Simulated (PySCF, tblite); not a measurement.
CHS (doublet state).
SMILES: `S=[CH]`

Structure optimised with GFN2-xTB, isolated species. This method treats the open shell by occupation alone, without spin polarisation.

Masses are those of the commonest isotopes; rigid-rotor values at the optimised geometry. 

What are A, B and C (MHz)?

Ia = 0.60, Ib = 24.67, Ic = 25.27 u·Å²; 505379 MHz·u·Å²/I gives A = 849200, B = 20482, C = 20000 MHz.

What kind of rotor is it?

A near-prolate asymmetric top. Ray's parameter κ = (2B − A − C)/(A − C) = -0.999; −1 is the prolate and +1 the oblate limit.

Where do the levels up to J = 3 lie, in K?

Above 0(0,0), as E/k:
J = 1: 1(0,1) 1.943, 1(1,1) 41.715, 1(1,0) 41.738
J = 2: 2(0,2) 5.828, 2(1,2) 45.577, 2(1,1) 45.647, 2(2,1) 164.964, 2(2,0) 164.964
J = 3: 3(0,3) 11.657, 3(1,3) 51.371, 3(1,2) 51.510, 3(2,2) 170.792, 3(2,1) 170.792, 3(3,1) 369.711, 3(3,0) 369.711
The levels of one J sum to (2J + 1)J(J + 1)(A + B + C)/3.

For this open shell read J as N, the rotation without spin; fine and hyperfine splittings come on top. Its GFN2-xTB frequencies are all real (lowest 804 cm⁻¹). Zero-point vibration and centrifugal distortion are left out.

The numbers are calculated, not measured.
